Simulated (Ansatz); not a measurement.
**How far each method lies from UCCSDTQ for Al2H2 (H-bridged), triplet**

Geometry: that of the Al2H2 (H-bridged), singlet, kept fixed. The singlet lies 0.9 eV lower here.

```xyz
4

Al    0.0000    0.0925    1.2647
Al    0.0000   -0.0193   -1.3669
H     0.0000   -0.6882    2.6804
H     0.0000   -1.2711    0.0548
```

Basis cc-pVDZ; Ansatz 0.2.0. Only valence electrons are correlated (noble-gas cores frozen), which leaves 8 electrons in 36 orbitals. R marks a restricted (for open shells ROHF) determinant, U an unrestricted one. Active spaces: valence = (8e, 10o) chosen from the atoms' valence shells.

Full CI isn't at hand for all of this; UCCSDTQ serves as the reference, and is uncertain by about the last step of the cluster series. The frozen core follows each run's orbitals, which can shift R against U totals by a few meV.

For open shells CISD is restricted-active-space CI with the open shells as a complete middle space.

The UHF ⟨S²⟩ is 2.085, the T1 diagnostic (RCCSD) is 0.0470 and the largest doubles amplitude (RCCSD) is 0.065. The T1 diagnostic (UCCSD) is 0.0393.

| level | E − E(UCCSDTQ) (kJ/mol) | share of correlation (%) | wall time |
| --- | --- | --- | --- |
| RHF | 392.9 | 0.00 | – |
| UHF | 384.0 | 2.25 | – |
| RMP2 | 113.3 | 71.16 | – |
| UMP2 | 114.8 | 70.78 | – |
| CISD | 45.9 | 88.32 | 1.4 s |
| RCCSD | 19.3 | 95.09 | – |
| UCCSD | 19.1 | 95.13 | – |
| RCCSD(T) | 5.9 | 98.50 | 3.5 s |
| UCCSD(T) | 5.9 | 98.51 | 2.6 s |
| BCCD(T) | 5.7 | 98.55 | 4 s |
| RCCSDT | 0.9 | 99.76 | – |
| UCCSDT | 0.9 | 99.76 | – |
| RCCSDT(Q) | 0.2 | 99.96 | 16 s |
| UCCSDT(Q) | 0.1 | 99.98 | 13 s |
| RCCSDTQ | 0.0 | 99.99 | 35 s (H100) |
| CASSCF (valence space) | 202.9 | 48.35 | – |
| NEVPT2 (valence space) | 64.8 | 83.50 | 4.5 s |
| MRCISD (valence space) | 14.5 | 96.30 | – |
| MRCISD+Q (valence space) | 3.3 | 99.16 | 7 s (H100) |
| MRCISD+Q(relaxed) (valence space) | -1.5 | 100.38 | 9.5 s (H100) |

The correlation energy at UCCSDTQ, counted from RHF, is -4.072 eV. That run took 37 s on 2 threads of AMD EPYC 7R13 with a shared H100 80 GB, shared host.

Times hold each run's SCF and search for its determinant on a shared host, so for small cases they say little of a method's own cost; rows without a card ran on 1 thread of AMD EPYC 7R13.

Natural occupations of CASSCF (valence space) about the gap: 1.971 1.961 1.892 1.009 0.988 0.056 0.051 0.031 0.024 0.016; effectively unpaired electrons, Σ n²(2−n)², 2.08.
